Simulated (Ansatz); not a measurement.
Program: Ansatz. Geometries: PBE0-D4/def2-TZVP. ΔE: electronic, gas phase. CBS: MP2 limit from def2 TZ/QZ plus the TZ coupled-cluster correction, frozen cores. This one scheme is used for every species. Functionals use def2-TZVPP. B3LYP here is the variant with VWN-RPA as its local correlation; programs differ in this. One conformer a species, not always the lowest.

`OCCCCl` + H–F → `FCCCl` + CH₃OH  (substitution at a C–C bond)

`OCCCCl`:

Z-matrix (Å, degrees):
```
C
C 1 1.511
O 1 1.413 2 107.6
H 1 1.096 2 109.7 3 121.3
H 1 1.101 2 109.5 3 -120.7
C 2 1.509 1 113.8 3 175.6
H 2 1.093 1 109.4 3 -60.7
H 2 1.096 1 108.5 3 55.8
H 3 0.959 1 108.6 2 173.5
Cl 6 1.791 2 112.4 1 64.7
H 6 1.089 2 111.2 1 -176.5
H 6 1.091 2 111.8 1 -54.7
```

H–F:

Cartesian coordinates in Å:
```
F -0.199 -0.400 0.109
H 0.199 0.400 -0.109
```

`FCCCl`:

```xyz
8

F     1.422   -0.902    0.686
C     0.173   -0.314    0.686
C    -0.081    0.270   -0.682
Cl   -1.686    1.029   -0.700
H     0.155    0.465    1.453
H    -0.571   -1.078    0.928
H    -0.066   -0.504   -1.448
H     0.655    1.035   -0.924
```

CH₃OH:

Cartesian coordinates in Å:
```
C 0.108 0.321 0.109
O -0.111 -0.733 -0.799
H 0.585 1.129 -0.447
H 0.775 0.033 0.931
H -0.827 0.708 0.535
H -0.530 -1.458 -0.330
```

Problem. Is it downhill or uphill in electronic energy at CCSD(T)/CBS, and by how much? (An estimate is asked.)

Solution. Computed: Uphill: ΔE = +62.1 kJ/mol.

Problem. What do these levels give: r2SCAN-D4, PBE0-D4, B3LYP-D4, B3LYP, SCS-MP2/def2-TZVPP, CCSD/def2-TZVPP? (Estimate.)

Solution. The calculation gave: r2SCAN-D4 49.1, PBE0-D4 54.7, B3LYP-D4 46.1, B3LYP 36.9, SCS-MP2/def2-TZVPP 57.1, CCSD/def2-TZVPP 55.5 kJ/mol.

Largest T1 diagnostic among the species: 0.010.

From PBE to PBE0 (25 % exact exchange), in def2-TZVPP and without D4, ΔE moves by +4.5 kJ/mol. The D4 term adds +9.2 kJ/mol with B3LYP and +5.1 kJ/mol with PBE0; it sums over pairs of atoms, weighted by their polarisabilities, and B3LYP, whose exchange is more repulsive, gets the larger term. In def2-TZVPP, CCSD(T) changes the Hartree–Fock value by +26.4 kJ/mol (the triples alone add +2.6 kJ/mol) and MP2 by +36.4 kJ/mol.
